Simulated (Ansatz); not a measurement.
Mulliken charges of C3H4S (`CC#CS`) from ωB97M-V/def2-TZVPP in Ansatz (PBE0-D4/def2-TZVP geometry).

```tsv
atom	x (Å)	y (Å)	z (Å)	charge (e)
C1	0.111	1.397	-0.494	-0.324
C2	0.130	0.048	0.033	-0.037
C3	0.139	-1.078	0.466	-0.096
S4	0.290	-2.618	1.120	-0.042
H5	1.129	1.782	-0.589	0.128
H6	-0.447	2.076	0.156	0.128
H7	-0.346	1.421	-1.486	0.127
H8	-0.913	-3.086	0.738	0.116
```

Task: By hand: the dipole of these point charges (1 e Å = 4.8032 D).

Result: Σ q r = (-0.129, 0.075, -0.091) e Å, of length 0.175 e Å = 0.84 D.

Task: How does the dipole of the full density compare? (Best estimate.)

Result: Computed: (-0.148, 0.177, -0.142) e Å, 1.30 D; the point charges give 0.65 times that, at 17° from its direction.

Point charges leave out the atoms' own dipoles, such as those of lone pairs, and Mulliken's split depends on the basis, so the two needn't agree.
